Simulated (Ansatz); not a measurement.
# Nuclear-site quantities of Ca as the cell is scaled

```yaml
crystal:
  lattice:
    - [0.00000, 2.76214, 2.76214]
    - [2.76214, 0.00000, 2.76214]
    - [2.76214, 2.76214, 0.00000]
  atoms:
    - { symbol: Ca, position: [0.00000, 0.00000, 0.00000] }
```

The structure comes from a relaxation in the same program, started in the fcc type, and has space group Fm-3m. Whether it is a known phase or the ground state wasn't checked.

These are results of DFT, PBE, all-electron PAW with datasets made for the crystal, scalar-relativistic in Ansatz 0.2.0, not measurements.

Settings: a Γ-centred 11×11×11 k mesh, Fermi–Dirac smearing of 0.03 eV, cutoff 200 eV (chosen by the program for this cell), no spin polarisation.

The contact density is the mean electron density over the nuclear volume; its changes follow the s electrons' response to bonding and compression. Changes below are taken from the unscaled cell, where it is 41305.3 e/Å³ at Ca.

```csv
V/V(cell),P (GPa),Δρ(0) Ca (e/Å³)
0.9405,1.2,?
1.0000,0.0,0.00
1.0600,-0.9,?
```

Problem. Fill in "Δρ(0) Ca (e/Å³)" for the row "0.9405".

Solution. 0.31.

Problem. What belongs in the row "1.0600", column "Δρ(0) Ca (e/Å³)"?

Solution. -0.24.

The datasets are made afresh for each cell, so very small changes are uncertain.
